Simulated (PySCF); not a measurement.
# Basis-set dependence of BF at PBE

PySCF, UKS reference; singlet, unpaired electrons none; De to B + F without counterpoise correction.

| basis | relativity | functions | Re (Å) | ωe (cm⁻¹) | De (eV) | μ (D) |
| --- | --- | --- | --- | --- | --- | --- |
| STO-3G | no relativity | 10 | 1.284 | 1457 | 9.23 | 1.61 |
| x2c-SVPall | spin-free X2C | 28 | 1.274 | 1371 | 8.23 | 1.27 |
| jorge-DZP-DKH | spin-free X2C | 30 | 1.300 | 1298 | 7.83 | 0.99 |
| def2-SVPD | no relativity | 43 | 1.282 | 1321 | 8.03 | 0.99 |
| aug-cc-pVDZ | no relativity | 46 | 1.300 | 1254 | 7.79 | 0.90 |
| def2-TZVPP | no relativity | 62 | 1.276 | 1354 | 8.10 | 1.03 |
| def2-TZVPPD | no relativity | 77 | 1.277 | 1350 | 8.07 | 1.01 |

(1) How does each smaller set differ from the one with most functions, def2-TZVPPD?

A positive dipole means B(−)F(+). STO-3G is very small, so such numbers show the basis as much as the molecule.

Results:

(1) STO-3G: +0.7 pm, +7.9 % in ωe, +1.16 eV in De; x2c-SVPall: -0.3 pm, +1.6 % in ωe, +0.16 eV in De; jorge-DZP-DKH: +2.3 pm, -3.9 % in ωe, -0.24 eV in De; def2-SVPD: +0.5 pm, -2.1 % in ωe, -0.04 eV in De; aug-cc-pVDZ: +2.3 pm, -7.1 % in ωe, -0.28 eV in De; def2-TZVPP: -0.1 pm, +0.3 % in ωe, +0.03 eV in De. All at PBE; the set with most functions is neither the basis-set limit nor always the best. The rows treat relativity differently, so the differences are not basis effects alone.
